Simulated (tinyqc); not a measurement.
Inside a calculation. Method: Pariser-Parr-Pople SCF with singles CI, for the molecule C=CC1=CC1=C (SMILES; centres numbered as the heavy atoms are written). One step of it, computed by the program tinyqc.

Task: PPP integrals. Ohno: gamma = 14.399645/sqrt(R^2 + a^2), a = 2 x 14.399645/(gamma_rr + gamma_ss); H_rr = -W_r - sum_(s != r) z_s gamma_rs; H_rs = beta for bonds.

Centres (angstrom, eV; a flat drawing with bonds scaled to 1.40 angstrom):
```
centre          x          y  core charge z          W   gamma_rr
1C       2.177000  -0.868000              1  11.970000  10.070000
2C       1.576000   0.396000              1  11.970000  10.070000
3C       0.181000   0.508000              1  11.970000  10.070000
4C      -0.972000   1.303000              1  11.970000  10.070000
5C      -1.084000  -0.093000              1  11.970000  10.070000
6C      -1.878000  -1.246000              1  11.970000  10.070000
```

Resonance integrals (eV):
```
i  j       beta
1  2  -2.390000
2  3  -2.390000
3  4  -2.390000
4  5  -2.390000
5  6  -2.390000
5  3  -2.390000
```

Give: repulsion gamma_rs; core matrix H.

Result:

repulsion gamma_rs (eV), order 1C, 2C, 3C, 4C, 5C, 6C:
```
[[10.070, 7.197, 5.116, 3.526, 3.951, 3.336],
 [7.197, 10.070, 7.197, 4.707, 4.707, 3.527],
 [5.116, 7.197, 10.070, 7.194, 7.194, 4.706],
 [3.526, 4.707, 7.194, 10.070, 7.194, 4.706],
 [3.951, 4.707, 7.194, 7.194, 10.070, 7.196],
 [3.336, 3.527, 4.706, 4.706, 7.196, 10.070]]
```

core matrix H (eV), order 1C, 2C, 3C, 4C, 5C, 6C:
```
[[-35.096, -2.390, 0.000, 0.000, 0.000, 0.000],
 [-2.390, -39.304, -2.390, 0.000, 0.000, 0.000],
 [0.000, -2.390, -43.378, -2.390, -2.390, 0.000],
 [0.000, 0.000, -2.390, -39.298, -2.390, 0.000],
 [0.000, 0.000, -2.390, -2.390, -42.213, -2.390],
 [0.000, 0.000, 0.000, 0.000, -2.390, -35.441]]
```
